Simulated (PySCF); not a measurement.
**How far each method lies from RCCSDT for GaH3, triplet**

Geometry: that of the GaH3⁺, doublet, kept fixed. The singlet lies 2.7 eV lower here.

```csv
atom,x (Å),y (Å),z (Å)
Ga,0.0000,0.0253,0.0000
H,0.0000,-2.0473,0.0000
H,0.0000,0.1474,-1.5272
H,0.0000,0.1474,1.5272
```

Basis aug-cc-pVDZ; PySCF 2.14.0. Only valence electrons are correlated (noble-gas cores and the filled d shells of p-block atoms frozen), which leaves 6 electrons in 49 orbitals. Prefix R: restricted or restricted open-shell reference; prefix U: unrestricted. No spin–orbit coupling is included, and no scalar relativity.

Full CI isn't at hand for all of this; RCCSDT serves as the reference. It lacks quadruple excitations. The frozen core follows each run's orbitals, which can shift R against U totals by a few meV for light atoms and by up to 0.1 eV past Ca.

- UHF ⟨S²⟩: 2.016
- T1 diagnostic (ROHF- or RHF-based CCSD): 0.0235
- largest doubles amplitude (ROHF- or RHF-based CCSD): 0.036

```tsv
level	E − E(RCCSDT) (meV)	share of correlation (%)	wall time
RHF	2487	0.00	–
RMP2	658	73.56	–
RCCSD	71	97.15	–
RCCSD(T)	19	99.24	4.8 s
```

The correlation energy at RCCSDT, counted from RHF, is -2.487 eV. That run took 2.9 min on 1 thread of Arm Neoverse V1, shared host.

Run but not shown, since their state, orbitals or frozen core can't be matched to the reference's or they repeat it: UHF, UMP2, UCCSD, UCCSD(T).

Times are those of the correlated step on a shared host, with one SCF added for the restricted CCSD run; they ran on 1 thread of Arm Neoverse V1.
